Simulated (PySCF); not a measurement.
**Running PySCF for LiAl**

File input.py (PySCF 2.14):

```python
from pyscf import gto, scf, cc

mol = gto.M(
    atom='Li 0 0 0; Al 0 0 2.604',
    basis='6-311++g**',
    charge=0,
    spin=0,
    verbose=3,
)
mf = scf.RHF(mol)
mf.kernel()
mycc = cc.CCSD(mf, frozen=5)
mycc.kernel()
mycc.ccsd_t()
mf.dip_moment()
print('orbital energies (hartree):', mf.mo_energy[..., max(0, mol.nelec[1]-3):mol.nelec[0]+3].round(4))
```

```bash
$ OMP_NUM_THREADS=1 python input.py
```

It prints:

```
converged SCF energy = -249.303289368474
E(CCSD) = -249.3946452890345  E_corr = -0.09135592056081475
CCSD(T) correction = -0.00250311413991261
Dipole moment(X, Y, Z, Debye):  0.00000, -0.00000, -4.35080
orbital energies (hartree): [-2.443e+00 -3.918e-01 -1.809e-01  1.000e-03  7.600e-03  7.600e-03]
```

In short: E(SCF) = -249.303289 Eh, E(CCSD) − E(SCF) = -0.09136 Eh, (T) = -0.00250 Eh, μz(SCF) = -4.35 D.

It ran on Arm Neoverse V1 (1 thread, shared host) in 1.7 s, peak memory 0.13 GiB.

At this level a UHF run with spin=2 ends 0.40 eV lower; the true order of the states can differ. Stability towards an unrestricted solution was not tested. The bond length is a typed value, not an optimised one.
